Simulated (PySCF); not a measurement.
Gas-phase reaction: SiCl₂ + Si₂H₅ + 2 HF ⇌ SiHF₂ + 2 SiH₃Cl. Level: M06-2X/def2-TZVP†; standard pressure 1 bar.

Computed with PySCF and rigid-rotor harmonic-oscillator thermochemistry at 1 bar. † marks an energy on the PBE0/def2-TZVP geometry and frequencies. Open shells (unrestricted): Si₂H₅ (multiplicity 2), SiHF₂ (multiplicity 2); the rest are closed-shell singlets. Si₂H₅, SiHF₂: computed as isolated molecules; such fragments, hydroxides, amides, oligomers or adducts are transient or little studied in the gas. The harmonic model lacks anharmonicity and excited electronic states, which grow with temperature; levels with a mode under 35 cm⁻¹ are left out. Internal rotation in Si₂H₅ is treated as a harmonic vibration of one conformer, which makes the entropy rough.

| T (K) | 1000/T (1/K) | log10 K |
|---|---|---|
| 1000 | 1.0000 | 12.81 |
| 1200 | 0.8333 | ? |
| 1400 | 0.7143 | 6.77 |
| 1600 | 0.6250 | 4.89 |
| 1800 | 0.5556 | 3.44 |
| 2000 | 0.5000 | 2.29 |

Task: Fit log10 K = a + b·(1000/T) to the five rows, get the mean ΔH° and ΔS°, and predict log10 K at 1200 K.

Result: Means: 1000/T = 0.6790, log10 K = 6.040. Sums of products about the means: Sxy = 3.25313, Sxx = 0.154472, so b = Sxy/Sxx = 21.06 and a = 6.040 − (21.06)×0.6790 = -8.26.
ΔH° = −R ln 10 × 1000 K × b = −19.145 × (21.06) = -403 kJ; ΔS° = R ln 10 × a = -158 J/K. The run's own values go from -407 kJ and -161 J/K at 1000 K to -396 kJ and -154 J/K at 2000 K.
Prediction at 1200 K: -8.26 + (21.06)×0.8333 = 9.29. The computed value is 9.28, 0.01 from the line.
For scale, ΔH°(298 K) is -401 kJ at this level, -390 kJ at ωB97M-V/def2-TZVP†, and runs from -560 to -353 kJ over the 20 levels computed.
